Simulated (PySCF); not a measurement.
methanol (CH₄O), SMILES CO. Atoms are numbered in the order given.

```xyz
6

C     -0.0202     0.6654     0.0000
O      0.1222    -0.7482     0.0000
H     -0.5443     1.0284     0.8912
H      0.9857     1.0830     0.0000
H     -0.5443     1.0284    -0.8912
H     -0.7535    -1.1467     0.0000
```

The structure is a stationary point at B3LYP-D3(BJ)/def2-TZVP.

Two levels are set side by side: PBE/pcSseg-2 (PySCF) and HF/pcSseg-2 (PySCF). GIAO shifts against H2O (¹⁷O), TMS (¹H), TMS (¹³C) at the same level; non-relativistic, no solvent, atoms listed together averaged. Differences are taken from unrounded values.

```
quantity                      HF
-------------------------  -----
δ(¹³C) of C1 (ppm)          51.0
δ(¹⁷O) of O2 (ppm)         -11.7
δ(¹H) of H3, H4, H5 (ppm)   3.34
δ(¹H) of H6 (ppm)           0.49
```

**Question.** What does PBE give, and how far is it from HF? (An estimate is asked for; the answer gives what the named calculation found.)

**Answer.** 
```
quantity                     PBE  PBE minus HF
-------------------------  -----  ------------
δ(¹³C) of C1 (ppm)          57.8           6.8
δ(¹⁷O) of O2 (ppm)           8.0          19.7
δ(¹H) of H3, H4, H5 (ppm)   3.75          0.41
δ(¹H) of H6 (ppm)          -0.42         -0.91
```

Rough cost on one machine, each run with all the roots and properties that it gave: HF against PBE within a factor of 2.
